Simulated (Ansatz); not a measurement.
Reaction (SMILES): FOF → 2 F atom + O atom
B3LYP-D3(BJ)/def2-TZVP geometries, fixed; electronic energies without zero-point terms.
Largest species:
```
O
F 1 1.4020
F 1 1.4020 2 103.99
```
Charge 0, spin multiplicity 1.

Basis-set convergence of the atomisation energy at PBE with Ansatz (a first-principles code). All functions are spherical. Open shells are unrestricted. No added dispersion term, no relativity. Functions are those of the species that has most. Reference: the value in aug-pcseg-3, 123.92 kcal/mol, itself unsure by roughly 0.23 kcal/mol (its mean distance from aug-cc-pVQZ, cc-pV5Z, def2-QZVPPD). Deviations are taken from unrounded values.

```
basis        functions  atomisation energy (kcal/mol)
-----------  ---------  -----------------------------
cc-pVDZ             42                         124.07
aug-cc-pVDZ         69                         121.62
def2-SVP            42                         126.73
def2-SVPD           69                         120.09
pcseg-1             42                         119.32
aug-pcseg-1         69                         120.88
6-311G**            54                         119.41
6-311+G**           66                         114.75
cc-pVTZ             90                         125.19
aug-cc-pVTZ        138                         123.65
pcseg-2             90                         123.58
aug-pcseg-2        138                         123.98
def2-TZVPP          93                         123.72
def2-TZVPPD        120                         123.00
cc-pVQZ            165                         124.58
aug-cc-pVQZ        240                         123.89
def2-QZVPP         171                         123.22
def2-QZVPPD        198                         123.35
pcseg-3            180                         123.72
aug-pcseg-3        255                         123.92
```

What the diffuse functions change, pair by pair:
- cc-pVDZ to aug-cc-pVDZ: 27 more functions, deviation 0.15 to -2.30 kcal/mol
- def2-SVP to def2-SVPD: 27 more functions, deviation 2.81 to -3.83 kcal/mol
- pcseg-1 to aug-pcseg-1: 27 more functions, deviation -4.60 to -3.04 kcal/mol
- 6-311G** to 6-311+G**: 12 more functions, deviation -4.51 to -9.17 kcal/mol
- cc-pVTZ to aug-cc-pVTZ: 48 more functions, deviation 1.27 to -0.27 kcal/mol
- pcseg-2 to aug-pcseg-2: 48 more functions, deviation -0.35 to 0.06 kcal/mol
- def2-TZVPP to def2-TZVPPD: 27 more functions, deviation -0.20 to -0.92 kcal/mol
- cc-pVQZ to aug-cc-pVQZ: 75 more functions, deviation 0.66 to -0.03 kcal/mol
- def2-QZVPP to def2-QZVPPD: 27 more functions, deviation -0.70 to -0.57 kcal/mol
- pcseg-3 to aug-pcseg-3: 75 more functions, deviation -0.20 to 0.00 kcal/mol

Leaving out the reference's own pair, they bring the value nearer the reference by more than 0.23 kcal/mol in 4 of 9 pairs.
